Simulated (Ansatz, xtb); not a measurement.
## Relaxing a trial structure of H4Si3+

The starting geometry of this gas-phase doublet was built from a drawn formula by distance geometry and a force field; its bonds are those of `[SiH]1[SiH+][SiH2]1`.

```xyz
7

Si   -1.7187    0.5663    1.4030
Si    0.1332   -0.7235    1.0024
Si   -1.0658    0.0965   -0.6911
H    -1.3093    1.9464    1.8061
H     1.3742    0.0496    1.2078
H    -0.4899    1.2356   -1.5123
H    -1.9696   -0.9134   -1.4279
```

Task: Predict what becomes of its bonds when it is optimised with r2SCAN-D4/def2-SVP.

Result: It keeps its bonds, and is `[SiH]1[SiH+][SiH2]1`.

The energy falls by 0.87 eV over 12 steps:

```
step  E − E(last) (eV)
   1             0.871
   2             0.430
   3             0.268
   5             0.074
   6             0.024
   7             0.020
   8             0.013
  10             0.001
  11             0.000
  12             0.000
```

Final geometry (Å):

```xyz
7

Si   -1.3419    1.0671    1.2892
Si    0.4401   -0.1829    0.8923
Si   -1.0806    0.1628   -0.8567
H    -2.1148    1.8888    2.2643
H     1.6994   -0.7871    1.4140
H    -0.6845    1.0791   -1.9627
H    -1.9637   -0.9702   -1.2523
```

From the same start GFN2-xTB ends elsewhere, differing in Si1–Si3 (3.79 against 2.34 Å here).

The end wasn't checked by frequencies. Open shells are spin-unrestricted. Run with Ansatz 0.2.0, 69 s on 1 thread of Intel(R) Xeon(R) Platinum 8375C CPU @ 2.90GHz (Ice Lake) (shared host).
